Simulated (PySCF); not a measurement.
SF₃, optimised at GFN2-xTB:

```xyz
4

S      0.0252    -0.2945    -0.4803
F      0.0743     1.1684    -1.3521
F      0.0534    -1.7102     0.4673
F      1.0750     0.3463     0.5457
```

Method: PySCF energies (xtb for GFN2) plus ideal-gas RRHO corrections (1 bar). 6-31G* has spherical d functions here. Open shells (unrestricted): SF₃ (multiplicity 2). GFN2 has no spin-polarisation term. B3LYP is the form with VWN-RPA correlation. Warning, point group unlike the PBE0 one: SF₃ (GFN2-xTB).

Task: List the harmonic frequencies (cm⁻¹, unscaled) at this level and at the other levels, each on its own geometry.

Result: 
- GFN2-xTB: 150, 259, 356, 553, 672, 736
- B3LYP/6-31G*: 165, 341, 435, 597, 752, 838
- HF/6-31G*: 226, 409, 507, 676, 814, 962
- PBE/def2-SVP: 99, 320, 416, 554, 724, 797
- PBE0/def2-TZVP: 143, 371, 477, 585, 726, 871
